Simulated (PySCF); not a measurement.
Compound: CH5B.
SMILES with atom numbers: `[BH2:1][CH3:2]` (hydrogens: H3, H4 on B1; H5, H6, H7 on C2)

Computed by this run: PBE0-D3(BJ)/def2-SVP geometry optimisation, gas phase in PySCF 2.14.0; density fitting, grid level 1; the optimiser is geomeTRIC in internal coordinates, started from a GFN2-xTB structure with every atom displaced at random (about 0.01 Å).

Step 0: E = -1790.2933 eV
```
atom  x, y, z in Å  |  force x, y, z in eV/Å
B1      1.0237    0.0918   -0.0707   -2.338   1.612   0.199
C2     -0.5563   -0.0688   -0.0219    1.390  -0.139  -0.089
H3      1.7005   -0.7969   -0.2262    1.490  -1.817  -0.275
H4      1.4885    1.1938    0.0288    0.177   0.218   0.062
H5     -0.9448    0.3116    0.9130   -0.233   0.393   0.712
H6     -0.9031   -1.0823   -0.1360   -0.243  -0.760  -0.103
H7     -1.0204    0.5378   -0.7907   -0.243   0.493  -0.506
```

Step 1: E = -1790.4256 eV
```
atom  x, y, z in Å  |  force x, y, z in eV/Å
B1      0.9900    0.1113   -0.0803    0.323  -0.386   0.050
C2     -0.5499   -0.0754   -0.0180   -0.265  -0.014  -0.036
H3      1.7523   -0.8395   -0.2370   -0.213   0.306   0.013
H4      1.4835    1.2097    0.0397   -0.021   0.060  -0.014
H5     -0.9548    0.3338    0.9290    0.098   0.009  -0.071
H6     -0.9145   -1.1069   -0.1358    0.039   0.048   0.004
H7     -1.0185    0.5540   -0.8013    0.039  -0.023   0.054
```

**Question.** Estimate the geometry and energy of step 2. (The exact step hangs on the optimiser's Hessian estimate; all steps are aligned on step 1, rigid shifts and turns removed.)

**Answer.** E = -1790.4307 eV, largest force 0.119 eV/Å
```
atom  x, y, z in Å  |  force x, y, z in eV/Å
B1      0.9912    0.0983   -0.0751    0.106  -0.041  -0.017
C2     -0.5536   -0.0786   -0.0194   -0.047  -0.055  -0.032
H3      1.7633   -0.8272   -0.2395   -0.105   0.055   0.015
H4      1.4717    1.2050    0.0400   -0.013   0.024   0.014
H5     -0.9451    0.3395    0.9263    0.033   0.014   0.005
H6     -0.9256   -1.1059   -0.1351    0.001   0.004   0.006
H7     -1.0137    0.5559   -0.8009    0.024  -0.001   0.009
```

The energy changes by -0.0051 eV. The first-order estimate −F·Δx gives -0.0091 eV and the mean of the old and new forces, exact on a quadratic surface, -0.0051 eV. The step makes an angle of 65° with the force vector and moves no atom by more than 0.017 Å.

The cost below is that of the whole optimisation. The run took 3.2 s of wall time on one thread of an Arm Neoverse V1 (shared host), and the process peaked at 0.26 GiB of memory.
